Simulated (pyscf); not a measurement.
Structures and frequencies: ωB97X-D3(BJ)/def2-SVP in PySCF.

Task: NH₃ + AlH₃ → H₂N–AlH₂ + H₂
Surface: singlet. Broken: H–N, Al–H. Formed: Al–N, H–H. Give ΔE‡ and ΔE from ωB97M-D3(BJ)/def2-TZVP, relative to the separated reactants.

Result: ΔE‡ = 1.2 kcal/mol, ΔE = -19.5 kcal/mol. Zero-point energy shifts the barrier by +0.4 kcal/mol. It is a four-centre exchange, with an imaginary mode of 1312i cm⁻¹. On the reactant side the descent ends in an adduct with a Al–N contact (not fully relaxed), 31.9 kcal/mol under the separated species and 31.8 kcal/mol under the saddle at ωB97X-D3(BJ)/def2-TZVP. What is counted as formed (Al–N) is already present as a longer contact in the reactant adduct; forming that adduct is a step of its own. At the saddle there is also a short Al–H contact that neither side keeps. One saddle was located; it need not be the lowest between these sides.
